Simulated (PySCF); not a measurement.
Chlorine: a sound run and one with changed settings

Sound run: Cl [Ne] 3s2 3p5, Cl⁺ [Ne] 3s2 3p4. Computed with PySCF 2.14 in cc-pV(T+d)Z (5s4p3d1f, 39 functions), with the non-relativistic Hamiltonian (point nucleus). In the sound run the correlated levels freeze [Ne]. The sound run starts from symmetry-adapted Hartree-Fock orbitals and uses a fine grid where one is needed.

Changed run: the spin-free X2C one-electron Hamiltonian (Gaussian nucleus). This setting is unsound on purpose.

```json
{"species": "Cl", "method": "UHF", "sound run (hartree)": "-459.48556", "changed run (hartree)": "-460.72814", "converged": "yes"}
{"species": "Cl", "method": "M06-L", "sound run (hartree)": "-460.14668", "changed run (hartree)": "-461.38879", "converged": "yes"}
{"species": "Cl", "method": "MN15", "sound run (hartree)": "-460.04989", "changed run (hartree)": "-461.28961", "converged": "yes"}
{"species": "Cl", "method": "MP2", "sound run (hartree)": "-459.64410", "changed run (hartree)": "-460.88678", "converged": "yes"}
{"species": "Cl", "method": "CCSD(T)", "sound run (hartree)": "-459.67356", "changed run (hartree)": "-460.91617", "converged": "yes"}
{"species": "Cl⁺", "method": "UHF", "sound run (hartree)": "-459.05290", "changed run (hartree)": "-460.29606", "converged": "yes"}
{"species": "Cl⁺", "method": "M06-L", "sound run (hartree)": "-459.67339", "changed run (hartree)": "-460.91593", "converged": "yes"}
{"species": "Cl⁺", "method": "MN15", "sound run (hartree)": "-459.57017", "changed run (hartree)": "-460.81051", "converged": "yes"}
{"species": "Cl⁺", "method": "MP2", "sound run (hartree)": "-459.17687", "changed run (hartree)": "-460.42006", "converged": "yes"}
{"species": "Cl⁺", "method": "CCSD(T)", "sound run (hartree)": "-459.20642", "changed run (hartree)": "-460.44950", "converged": "yes"}
```

Ionisation energy of Cl:

```csv
method,sound run (eV),changed run (eV)
UHF,11.773,11.758
M06-L,12.879,12.867
MN15,13.054,13.037
MP2,12.714,12.700
SCS-MP2,12.712,12.698
CCSD,12.674,12.661
CCSD(T),12.712,12.699
```

Most of the change in total energy is the relativistic energy itself. On top of that the contraction fixes the core shape for the Hamiltonian it was made with, so the changed run is not a good calculation with the other Hamiltonian either.

For comparison, NIST gives 12.968 eV between the lowest levels.
